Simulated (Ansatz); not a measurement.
`C[SiH2]N` → CH₄ + `N[SiH]` at 600 K and 1 bar (silylene formation by 1,1-elimination).

Calculated with Ansatz (gas phase, PBE0-D4/def2-TZVP geometries, no zero-point term in ΔE). CCSD(T)/CBS adds triple-zeta CCSD(T) − MP2 to the extrapolated MP2 energy (def2 sets, frozen cores). This one scheme is used for every species. Each species was taken in one conformer, which may not be the lowest.

| species | CCSD(T)/CBS energy (Eh) | H − E (kJ/mol) | S (J/(mol·K)) |
| --- | --- | --- | --- |
| `C[SiH2]N` | -386.08232 | 261.1 | 384.5 |
| CH₄ | -40.46206 | 140.4 | 215.7 |
| `N[SiH]` | -345.56329 | 117.4 | 286.7 |

H − E and S are ideal-gas, rigid-rotor, harmonic terms from PBE0-D4/def2-TZVP, for one conformer and one mirror image of each species. 1 Eh = 2625.50 kJ/mol, R = 8.31446 J/(mol·K).

Question: By hand: ΔE, ΔH, ΔS and ΔG.

Answer: ΔE = (-40.46206) + (-345.56329) − (-386.08232) = 0.05697 Eh = 149.6 kJ/mol. Δ(H − E) = 140.4 + 117.4 − 261.1 = -3.3, so ΔH = 146.3 kJ/mol. ΔS = 215.7 + 286.7 − 384.5 = 117.9 J/(mol·K). ΔG = 146.3 − 600 × (117.9)/1000 = 75.6 kJ/mol.

Question: By hand: the equilibrium constant, and the temperature at which ΔG would vanish if ΔH and ΔS stayed fixed.

Answer: log₁₀ K = −ΔG/(RT ln 10) = -6.6. ΔG = 0 at ΔH/ΔS = 1241 K.

The number of gas molecules changes by +1, which sets the sign of ΔS. A doubt of 5 kJ/mol in ΔE shifts log₁₀ K by 0.4 here. Other conformers and mirror images would add mixing entropy, several J/(mol·K) or more a flexible species. These are equilibria of isolated gas molecules and say nothing of rates. Largest T1 diagnostic: 0.015 (customary marks: 0.02 for closed shells, 0.045 for open ones).
